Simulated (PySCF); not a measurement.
Magnetic susceptibility: `C=COC1CC1`, C5H8O

Geometry:
```tsv
atom	x (Å)	y (Å)	z (Å)
C1	1.791	-1.866	1.652
C2	1.476	-0.681	1.152
O3	0.246	-0.408	0.658
C4	-0.002	0.896	0.221
C5	-1.294	1.540	0.627
C6	-1.089	1.083	-0.790
H7	2.778	-2.059	2.024
H8	1.070	-2.661	1.695
H9	2.198	0.130	1.105
H10	0.888	1.515	0.151
H11	-1.960	0.960	1.246
H12	-1.295	2.598	0.839
H13	-1.616	0.197	-1.108
H14	-0.952	1.823	-1.562
```

Computed with GIAO B3LYP/pcSseg-1 magnetisability, rotational g tensor and spin-rotation constants, non-relativistic, gas phase (PySCF 2.14.0). Geometry: GFN2-xTB, dihedral held. The dihedral C5–C4–O3–C2 is held at 225°.

Problem. How diamagnetic is it, and how anisotropic?

Solution. Isotropic -1010 × 10⁻³⁰ J/T², or -60.8 × 10⁻⁶ cm³/mol; principal values -1116, -1010, -903 × 10⁻³⁰ J/T², anisotropy 184 × 10⁻³⁰ J/T² (root of half the summed squared differences of the principal values). The susceptibility is in cgs units.

Problem. Split it along the inertial axes a, b, c into diamagnetic and paramagnetic parts about the centre of mass, with the quadrupole moment.

Solution. 
```
axis  χ (10⁻⁶ cm³/mol)  diamagnetic (10⁻⁶ cm³/mol)  paramagnetic (10⁻⁶ cm³/mol)  summed x² of all electrons (Å²)  quadrupole Θ (D Å)
   a             -62.8                      -174.3                        111.5                            161.7               +0.83
   b             -60.6                      -769.0                        708.4                             21.6               -3.55
   c             -59.0                      -777.7                        718.7                             19.5               +2.72
```
Anisotropies 2χaa − χbb − χcc = -6.0 and 2χbb − χaa − χcc = +0.6 × 10⁻⁶ cm³/mol. Θ is traceless in Buckingham's convention.

Problem. And the rotational g tensor?

Solution. 
| axis | rotational constant (GHz) | g | nuclear part | electronic part |
| --- | --- | --- | --- | --- |
| a | 14.0778 | -0.0176 | 0.7196 | -0.7373 |
| b | 1.8022 | -0.0019 | 0.5979 | -0.5998 |
| c | 1.7721 | -0.0063 | 0.5920 | -0.5983 |

Asymmetric top; isotopes 12C, 1H, 16O; no vibrational averaging.
